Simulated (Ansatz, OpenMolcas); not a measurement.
# How methods differ on BH3 (SMILES [H]B([H])[H])

The species is BH3 (4 atoms), meant as a singlet with charge 0. SMILES: `[H]B([H])[H]`. The shape is that of a GFN2-xTB optimisation.

```xyz
4

B     0.0001    0.0000   -0.0014
H     1.1639   -0.0303    0.0153
H    -0.5553    1.0234   -0.0186
H    -0.6086   -0.9931    0.0048
```

Each level gives the energy change with the B1–H4 bond stretched from 1.165 to 2.330 Å (eV). The values are calculated.

| level | kind | program | value (eV) | less FCI/3-21G | CPU time (all runs) |
| --- | --- | --- | --- | --- | --- |
| BLYP/3-21G (restricted) | GGA | Ansatz | 3.50 | +0.31 | 0.93 s |
| r2SCAN/3-21G (restricted) | meta-GGA | Ansatz | 3.70 | +0.51 | 2 s |
| B3LYP/3-21G (restricted) | global hybrid | Ansatz | 3.74 | +0.55 | 0.92 s |
| BHLYP/3-21G (restricted) | global hybrid | Ansatz | 4.05 | +0.86 | 0.88 s |
| wB97X/3-21G (restricted) | range-separated hybrid | Ansatz | 3.95 | +0.76 | 3.8 s |
| RPA@PBE/3-21G (restricted) | RPA | Ansatz | 3.23 | +0.04 | 1.2 s |
| MP2/3-21G (restricted) | perturbation theory | Ansatz | 3.81 | +0.62 | 0.12 s |
| ACPF/3-21G (restricted) | coupled cluster or CI | OpenMolcas | 3.14 | -0.05 | 3.8 s |
| FCI/3-21G | exact in the basis | OpenMolcas | 3.19 | 0.00 | 7.3 s |

FCI/3-21G is exact within its basis and frozen core, so for wave-function methods in that basis the difference is their error; functionals converge differently with the basis, so for them it is only a difference. The first shape isn't each level's own minimum. The values span 3.14 to 4.05 eV. All rows use very small basis sets, so even the best lies far from the true value. CPU times are rough (shared hosts, several kinds of processor): they show what a rung costs within a factor of a few.
